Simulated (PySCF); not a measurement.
BS⁻: from constants to spectrum

RHF-CCSD(T) constants of BS⁻, ¹Σ⁺ (singlet), closed shell (PySCF, spin-free X2C with a Gaussian nucleus, basis sets B aug-cc-pVDZ-DK, S aug-cc-pVDZ-DK; masses 11.0093 and 31.9721 u):

```
ωe   : 966.5 cm⁻¹
ωexe : 5.52 cm⁻¹
Be   : 0.69591 cm⁻¹
αe   : 0.00577 cm⁻¹
```

Problem. What force constant and bond length do these constants imply?

Solution. Reduced mass μred = 8.1894 u; k = 5.8918×10⁻⁷·μred·ωe² (u, cm⁻¹, mdyn/Å) = 4.51 mdyn/Å; Re = √(16.8576/(μred·Be)) (u, cm⁻¹, Å) = 1.720 Å.

Problem. Estimate the centrifugal constant D from the Kratzer relation and find the Dunham coefficient a1.

Solution. D = 4Be³/ωe² = 1.44e-06 cm⁻¹; a1 = −1 − αeωe/(6Be²) = -2.92.

Correlated steps freeze 6 core orbitals. The CCSD T1 diagnostic is raised, a sign that a single reference may not be enough here.
